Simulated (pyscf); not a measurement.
H₃C–Al(CH₃)–CH₃ -> H₃C–Al [singlet] + H₃C–CH₃, a 1,1-elimination (singlet surface; Al–C, Al–C broken, C–C formed). Structures and frequencies: ωB97X-D3(BJ)/def2-SVP in PySCF. MP2 and CC: frozen core, UHF for open shells. ΔMP2 is the change of the MP2 total energy from the triple- to the quadruple-zeta basis. Energies in kJ/mol from the reactant's lowest minimum found.

Small-basis levels: PySCF, no dispersion term, spherical d functions. 

Question: Quick HF/STO-3G single points give ΔE‡ = 836.7 kJ/mol and ΔE = +297.5 kJ/mol. What does CCSD(T)/def2-TZVPP + ΔMP2(QZVPP) give, and how far is the quick result from it?

Answer: CCSD(T)/def2-TZVPP + ΔMP2(QZVPP) gives ΔE‡ = 430.1 kJ/mol and ΔE = +146.7 kJ/mol. HF/STO-3G lies 406.7 kJ/mol over it in the barrier and 150.8 kJ/mol over it in the reaction energy, so on this step it does not hold to within 12.6 kJ/mol. CCSD(T)/def2-TZVPP + ΔMP2(QZVPP) has limits of its own. The same reactants have a lower exit, to CH₃• + [H₃C–Al–CH₃]• (no saddle counted: cutting one bond costs +367.5 kJ/mol at ωB97M-D3(BJ)/def2-TZVP, against +451.1 kJ/mol here). This is the saddle that the search found; another between the same sides may lie lower. One closed-shell reference is unstable to symmetry breaking; treat the single-reference values with care. The CCSD(T) − MP2 part came from Ansatz, without density fitting, on the same reference. The largest closed-shell T1 diagnostic is 0.034, which may signal static correlation.
